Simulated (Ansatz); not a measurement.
# CH₅NSi (SMILES NC=[SiH2]): single points off equilibrium

An exercise on one series of results from a longer session: the logs are not shown, and one member is left open.

The runs use Ansatz 0.2.0, Gaussian basis; single points in def2-TZVPP.

Correlated methods freeze the cores.

### Where the work starts

SMILES `NC=[SiH2]`, 8 atoms, charge 0, spin multiplicity 1.

Atoms are counted from 1 here; the program's logs count them from 0.

Bond lengths: N1–C2 1.410 Å, N1–H4 1.009 Å, N1–H5 1.050 Å, C2–Si3 1.752 Å, C2–H6 1.092 Å, Si3–H7 1.461 Å, Si3–H8 1.418 Å. Angles: C2–N1–H4 115.1°, C2–N1–H5 111.2°, H4–N1–H5 106.8°, N1–C2–Si3 125.7°, N1–C2–H6 115.3°, Si3–C2–H6 118.7°, C2–Si3–H7 121.6°, C2–Si3–H8 121.8°, H7–Si3–H8 116.6°.

As a file:

```tsv
atom	x (Å)	y (Å)	z (Å)
N1	-0.4263	0.6570	-1.2297
C2	-0.0335	0.5703	0.1216
Si3	0.5780	-0.8646	0.9196
H4	-0.6049	-0.2275	-1.6803
H5	-1.2972	1.2333	-1.3362
H6	-0.0275	1.5159	0.6674
H7	0.5751	-2.1679	0.2587
H8	1.1370	-0.8133	2.2216
```

The first run:

Input file run/in.yaml:

```yaml
crystal:
  periodic: [false, false, false]
  atoms:
    - {symbol: N, position_ang: [-0.426300, 0.657000, -1.229700]}
    - {symbol: C, position_ang: [-0.033500, 0.570300, 0.121600]}
    - {symbol: Si, position_ang: [0.578000, -0.864600, 0.919600]}
    - {symbol: H, position_ang: [-0.604900, -0.227500, -1.680300]}
    - {symbol: H, position_ang: [-1.297200, 1.233300, -1.336200]}
    - {symbol: H, position_ang: [-0.027500, 1.515900, 0.667400]}
    - {symbol: H, position_ang: [0.575100, -2.167900, 0.258700]}
    - {symbol: H, position_ang: [1.137000, -0.813300, 2.221600]}
basis:
  gaussian: {orbitals: def2-TZVPP}
correlation: {method: ccsd_t}
output: {forces: true}
```

No record of the launch command was kept for these runs.

Steps of the session up to this table: CCSD(T)/def2-TZVPP; PBE0-D4/def2-TZVPP; wB97M-V/def2-TZVPP; r2SCAN-D4/def2-TZVPP; PBE-D4/def2-TZVPP; CAM-B3LYP-D4/def2-TZVPP; revPBE-D4/def2-TZVPP.

One table of the session follows, with a row left open; its other results are not shown here.

```
      method  RMS force component (eV/Å)  angle to CCSD(T) forces (°)  dipole (D)
     CCSD(T)                       0.620                    reference        1.28
     PBE0-D4                       0.677                         18.5        1.39
     wB97M-V                       0.694                         14.9        1.28
   r2SCAN-D4                       0.637                         15.5        1.52
      PBE-D4                       0.607                         21.7        1.54
CAM-B3LYP-D4                       0.703                         17.6        1.29
   revPBE-D4                           ?                            ?           ?
```

Estimate the missing values for revPBE-D4.

**Answer.** RMS force component (eV/Å): 0.598; angle to CCSD(T) forces (°): 19.2; dipole (D): 1.54. In the column «RMS force component (eV/Å)» it is the lowest.

Caveats from the session: The reference is not at the basis limit: in triple zeta CCSD(T) underbinds, which counts against methods that bind more; the gaps are no ranking.
